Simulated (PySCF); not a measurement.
## Bond length, frequency and bond energy of CN by level of theory

State: ²Σ⁺ (doublet), unpaired electrons σ ↑. Set-up: C def2-SVP, N def2-SVP; no relativity (PySCF 2.14). De refers to C + N in their high-spin ground configurations, without counterpoise correction. The functionals are run spin-unrestricted. A positive dipole means C(−)N(+).

```json
{"Level": "ROHF", "Re (Å)": "1.134", "ωe (cm⁻¹)": "2503", "De (eV)": "3.81", "μ (D)": "-2.29"}
{"Level": "ROHF-MP2", "Re (Å)": "1.197", "ωe (cm⁻¹)": "1871", "De (eV)": "7.62", "μ (D)": "n/a"}
{"Level": "ROHF-SCS-MP2", "Re (Å)": "1.192", "ωe (cm⁻¹)": "1924", "De (eV)": "7.44", "μ (D)": "n/a"}
{"Level": "ROHF-CCSD", "Re (Å)": "1.177", "ωe (cm⁻¹)": "2165", "De (eV)": "6.95", "μ (D)": "n/a"}
{"Level": "ROHF-CCSD(T)", "Re (Å)": "1.186", "ωe (cm⁻¹)": "2089", "De (eV)": "7.28", "μ (D)": "n/a"}
{"Level": "PBE", "Re (Å)": "1.183", "ωe (cm⁻¹)": "2118", "De (eV)": "8.63", "μ (D)": "-1.03"}
{"Level": "BLYP", "Re (Å)": "1.184", "ωe (cm⁻¹)": "2093", "De (eV)": "8.34", "μ (D)": "-0.96"}
{"Level": "r²SCAN", "Re (Å)": "1.172", "ωe (cm⁻¹)": "2175", "De (eV)": "7.73", "μ (D)": "-1.39"}
{"Level": "PBE0", "Re (Å)": "1.167", "ωe (cm⁻¹)": "2216", "De (eV)": "7.78", "μ (D)": "-1.45"}
{"Level": "r²SCAN0", "Re (Å)": "1.161", "ωe (cm⁻¹)": "2254", "De (eV)": "7.15", "μ (D)": "-1.71"}
{"Level": "M06-2X", "Re (Å)": "1.159", "ωe (cm⁻¹)": "2288", "De (eV)": "7.70", "μ (D)": "-1.77"}
{"Level": "ωB97X", "Re (Å)": "1.165", "ωe (cm⁻¹)": "2240", "De (eV)": "7.55", "μ (D)": "-1.57"}
```

Q: Which functional lies closest to ROHF-CCSD(T) in De, which farthest, and by how much do they differ from it?

A: Closest is r²SCAN0 (-2.5 pm in Re, +7.9 % in ωe, -0.13 eV in De against ROHF-CCSD(T) in the same basis), farthest PBE (-0.3 pm in Re, +1.4 % in ωe, +1.35 eV in De). CCSD(T) converges more slowly with the basis than the functionals do and binds too weakly in this one, so the order can change at the basis-set limit.

Q: What does a quarter of exact exchange do here, going from PBE to PBE0?

A: PBE0 less PBE: -1.6 pm in Re, +4.6 % in ωe, -0.85 eV in De. Exact exchange removes part of the self-interaction that spreads semilocal densities, and in most molecules shortens and stiffens the bond and lowers De; so it does here.

Q: What does the step from GGA to meta-GGA do here, going from PBE to r²SCAN?

A: r²SCAN less PBE: -1.1 pm in Re, +2.7 % in ωe, -0.90 eV in De. 

Correlated steps freeze 2 core orbitals. Correlated levels converge slowly with the basis: in double zeta they bind strong bonds too weakly, by up to about 1 eV, and carry superposition errors of some tenths. The CCSD T1 diagnostic is raised, a sign that a single reference may not be enough here. UHF is strongly spin-contaminated for CN, so the ROHF reference used there is far from stable. The state was picked by a PBE0 search and need not be the measured ground state.
